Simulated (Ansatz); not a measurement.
Pulling the pair apart

The pair of OH⁻ (SMILES [OH-], atoms 1–2) and Si₂H₆ (SMILES [SiH3][SiH3], atoms 3–10), both closed shells, in one local arrangement (a lower one may exist), relaxed at PBE0-D4/def2-TZVPD:

```json
{"atom": "O1", "x (Å)": "0.6225", "y (Å)": "0.3373", "z (Å)": "-2.5416"}
{"atom": "H2", "x (Å)": "1.1174", "y (Å)": "-0.4223", "z (Å)": "-2.8593"}
{"atom": "Si3", "x (Å)": "0.1966", "y (Å)": "0.1391", "z (Å)": "-0.8469"}
{"atom": "Si4", "x (Å)": "-0.4858", "y (Å)": "-0.0445", "z (Å)": "1.6123"}
{"atom": "H5", "x (Å)": "1.6141", "y (Å)": "0.0052", "z (Å)": "-0.3365"}
{"atom": "H6", "x (Å)": "-0.5515", "y (Å)": "-1.1642", "z (Å)": "-1.0220"}
{"atom": "H7", "x (Å)": "-0.5099", "y (Å)": "1.4663", "z (Å)": "-0.8627"}
{"atom": "H8", "x (Å)": "0.0059", "y (Å)": "1.0299", "z (Å)": "2.5721"}
{"atom": "H9", "x (Å)": "-0.0369", "y (Å)": "-1.3008", "z (Å)": "2.3448"}
{"atom": "H10", "x (Å)": "-1.9724", "y (Å)": "-0.0461", "z (Å)": "1.9399"}
```

Si₂H₆ is shifted rigidly along the line between the mean atom positions of the two fragments (negative: closer). Counterpoise interaction energies in kJ/mol. Ansatz 0.2.0; basis: def2-TZVPPD; cores frozen in the correlated methods.

```tsv
shift (Å)	MP2	r2SCAN-D4	PBE0-D4
-0.18	-295.4	-313.3	-321.0
-0.09	-327.7	-342.4	-349.7
0.00	-338.3	-350.5	-357.3
0.09	-335.1	-345.6	-351.9
0.21	-317.6	-326.6	-332.2
0.44	-269.4	-277.7	-281.5
0.88	-180.7	-190.1	-190.9
1.76	-82.2	-92.4	-89.8
```

(1) What does CCSD(T) give at these shifts? (To be estimated.)

T1 diagnostic: at most 0.021.

## Answers

(1) Computed: -298.6, -330.6, -340.8, -337.2, -319.2, -270.1, -180.9, -82.5 kJ/mol. For zero shift, CCSD(T) at an estimated basis limit (MP2 extrapolated from triple and quadruple zeta, plus CCSD(T) − MP2 in triple zeta) gives -354.3 kJ/mol. These are counterpoise interaction energies, counted from the two frozen fragments.

For scale, one of the runs: CCSD(T)/def2-TZVPPD, 255 basis functions, launched by `ansatz run in.yaml --threads 4 --pin off --events-out ev --progress --plain --max-ram 9574MiB`. Time: 37 s of wall clock on 4 CPU threads of an Intel Xeon 6975P-C; the host was shared. Peak host memory: 5.9 GiB.
